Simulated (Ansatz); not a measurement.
The first iterations of a band of C$_{4}$H$_{7}$NS (13 atoms, charge 0, multiplicity 1).

The calculation used RKS BLYP-D4/cc-pVDZ in Ansatz.

| Item | Value |
| --- | --- |
| movable images | 4 |
| climbing image | no |
| spring | 5.0 eV/Å² |
| optimiser | quadratic models (default) |
| start path | through a guess of the saddle point |
| force threshold | 0.05 eV/Å |
| iteration limit | 60 |
| end points | relaxed |

Initial state:

```xyz
13
Properties=species:S:1:pos:R:3
C -1.619 -1.338 -0.066
C -0.485 -0.683 0.257
C 0.890 -1.308 0.305
S -0.611 1.052 0.797
C 0.399 1.895 -0.459
N 0.755 3.124 -0.466
H -2.594 -0.835 -0.086
H -1.589 -2.412 -0.307
H 1.304 -1.266 1.334
H 0.857 -2.364 -0.028
H 1.606 -0.761 -0.344
H 0.686 1.236 -1.304
H 0.421 3.624 0.382
```

Final state:

```xyz
13
Properties=species:S:1:pos:R:3
C -1.234 -0.896 -0.332
C 0.094 -0.720 -0.162
C 1.042 -1.784 0.344
S 0.909 0.859 -0.537
C -0.281 2.074 0.109
N -0.264 3.339 -0.072
H -1.885 -0.117 -0.750
H -1.701 -1.851 -0.049
H 1.501 -1.483 1.309
H 0.513 -2.748 0.480
H 1.877 -1.946 -0.370
H -1.060 1.608 0.746
H 0.510 3.631 -0.700
```

| iteration | highest image above the first end (eV) | largest band force component (eV/Å) |
| --- | --- | --- |
| 1 | 3.865 | 17.061 |
| 2 | 0.934 | 6.890 |
| 3 | 0.267 | 2.865 |

Q: Does the band converge within its limit, and where does its top end?

A: It converged. It ended after 11 iterations with the highest image 0.033 eV above the first end. Beside the main top the profile has a ripple of under 15 meV (maxima at images 1, 4), which may be a very shallow well or noise. A structure lower than the first end lies on the path between it and the top, so the climb from that side starts below the end, which may itself be a saddle point or a shallow side well. No image climbed, so the highest image needn't sit at the top of the path.

Time of the run: 83 s on 2 threads of Intel(R) Xeon(R) 6975P-C (Granite Rapids) (shared host), peak memory 0.2 GiB.
